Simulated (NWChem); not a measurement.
# How basis sets differ on CHClF2 (difluorochloromethane)

The species is CHClF2 (5 atoms), meant as a singlet with charge 0. SMILES: `FC(F)Cl`. The coordinates come from a PBE0-D4/def2-TZVP relaxation.

Quantity: the lowest excitation energy, in eV. The values are calculated.

```
                              level                 kind  program  value (eV)  CPU time
               TDA-PBE0/DGauss-DZVP  perturbation theory   NWChem        8.45      38 s
  TDA-PBE0/LANL2DZ (core potential)  perturbation theory   NWChem        8.62      17 s
TDA-PBE0/SBKJC-VDZ (core potential)  perturbation theory   NWChem        8.50      12 s
                 TDA-PBE0/jorge-DZP  perturbation theory   NWChem        8.41      48 s
                      TDA-PBE0/MINI  perturbation theory   NWChem        8.14     7.1 s
                     TDA-PBE0/MIDI!  perturbation theory   NWChem        9.01      23 s
```

The values span 8.14 to 9.01 eV. CPU times are rough (shared hosts, several kinds of processor): they show what a rung costs within a factor of a few.
